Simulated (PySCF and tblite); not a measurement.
Values are calculated unless marked as measured or tabulated.
System: C3H5O (charge +1), numbered as in [CH2:1]=[CH:2][CH+:3][OH:4].

For the rotation about the C2–C3 bond (torsion C1–C2–C3–O4 from 180° to 360°, rising): electronic barrier 17.57 kcal/mol, zero-point change -1.05 kcal/mol, thermal and entropy terms at 400 K a further 0.27 kcal/mol (symmetry numbers apart). The minimum is Cs, the saddle C1. Geometries: GFN2-xTB; energies: PBE0/pcSseg-2 + D3(BJ); zero-point and thermal terms from GFN2-xTB harmonic modes (soft modes blended into free rotors). Rate constants are transition-state-theory values, counting equivalent paths, without tunnelling. (PySCF 2.14 with density fitting, tblite 0.8.)

**Question.** How many equivalent paths lead out of the minimum?

**Answer.** 2: the symmetry number of the minimum is 1, that of the saddle displaced along its mode 1, and the displaced saddle is chiral while the minimum is not, which doubles the count.

**Question.** Work out the rate at 400 K.

**Answer.** ΔG‡ = 16.79 kcal/mol; k_B T/h = 8.3×10¹² s⁻¹; exp(−ΔG‡/RT) = 6.7×10⁻¹⁰; times 2 gives k = 1.1×10⁴ s⁻¹. Wigner's tunnelling factor for the 340i cm⁻¹ mode would be 1.06.

The ion is treated without a counter-ion.
